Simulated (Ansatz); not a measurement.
Basis sets compared for the cluster Mg₃H₅⁻ (the lowest singlet isomer of a short search). Total charge -1; singlet. Geometry r2SCAN-D4/def2-TZVPD. Ansatz on 4 threads of Arm Neoverse V2 on a shared host; times are rough, and most runs start from earlier orbitals.

```xyz
8

Mg   -0.091   -0.458    1.242
Mg   -0.042   -1.682   -1.480
Mg    0.136    1.153   -1.199
H    -0.154   -0.162    2.978
H     0.274    2.798   -1.769
H    -1.217    0.322   -0.141
H     1.257    0.154   -0.022
H    -0.163   -2.125    0.391
```

The restricted singlet is unstable towards broken spin symmetry in Hartree–Fock (as tested in another run); at PBE-D4/def2-SVPD, PBE-D4/def2-TZVPD, PBE0-D4/def2-SVPD, PBE0-D4/def2-TZVPD this wasn't settled. The structure comes from a short search, and lower isomers may exist.

```
            level  functions  energy (Eh)  HOMO (eV)  LUMO (eV)  wall time
 PBE-D4/def2-SVPD        103    -602.6539      -0.25       1.58        1 s
PBE0-D4/def2-SVPD        103    -602.7157      -0.90       2.08     0.95 s
```

Q: Estimate the rows for PBE-D4/def2-TZVPD (with forces), PBE0-D4/def2-TZVPD.

A: 
| level | functions | energy (Eh) | HOMO (eV) | LUMO (eV) | wall time |
| --- | --- | --- | --- | --- | --- |
| PBE-D4/def2-TZVPD (with forces) | 150 | -602.8721 | -0.26 | 1.59 | 1.4 s |
| PBE0-D4/def2-TZVPD | 150 | -602.9336 | -0.91 | 2.10 | 1.4 s |
